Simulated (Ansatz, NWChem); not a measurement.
**Worked example: the enthalpy of formation of C5H6 (pent-3-en-1-yne)**

The species is C5H6 (11 atoms), meant as a singlet with charge 0. As SMILES, `C#C/C=C/C`. Geometry: relaxed at PBE0-D4/def2-TZVP.

Total energies at CAM-B3LYP/cc-pVDZ (NWChem 7.3.0); the atoms run unrestricted:

| species | state | energy (Eh) |
| --- | --- | --- |
| C5H6 | singlet | -193.938399 |
| C | triplet | -37.829365 |
| H | doublet | -0.497894 |

Harmonic wavenumbers at PBE/def2-SVP, in cm⁻¹: 163, 164, 198, 378, 451, 527, 604, 649, 782, 883, 944, 1007, 1041, 1099, 1248, 1263, 1340, 1394, 1404, 1656, 2142, 2954, 3019, 3056, 3064, 3089, 3408.

Measured heats of formation of the gaseous atoms at 298.15 K, in kJ/mol: C 716.9, H 218.0. Spin-orbit lowering of the atoms at 298 K (mean of the ground term's levels less their thermal mean, from spectra), in kJ/mol: C 0.02. Take 1 Eh = 2625.50 kJ/mol, 1 cm⁻¹ = 0.0119627 kJ/mol, RT = 2.479 kJ/mol.

Task: What heat of formation follows?

Result: 
1. Electronic atomisation energy: 5 × (-37.829365) + 6 × (-0.497894) − (-193.938399) = 1.804210 Eh = 4737.0 kJ/mol.
2. Zero-point energy: half the sum of the wavenumbers, 18963.5 cm⁻¹ = 226.9 kJ/mol.
3. Thermal vibrational enthalpy, Σ hcν̃/(exp(hcν̃/kT) − 1): 8.5 kJ/mol. Translation, rotation and pV of a non-linear molecule: 4 RT = 9.9 kJ/mol.
4. The 11 free atoms carry 5/2 RT each: 68.2 kJ/mol.
5. Spin-orbit coupling lowers the free atoms by 5 × 0.02 = 0.1 kJ/mol.
6. Atomisation enthalpy at 298 K: 4737.0 − 0.1 − 226.9 − 8.5 − 9.9 + 68.2 = 4559.8 kJ/mol.
7. Sum of the atoms' heats of formation: 4892.5 kJ/mol. Heat of formation: 4892.5 − 4559.8 = +332.7 kJ/mol.

No measured value is set beside it here. Anharmonicity and any spin-orbit splitting of the molecule are left out.
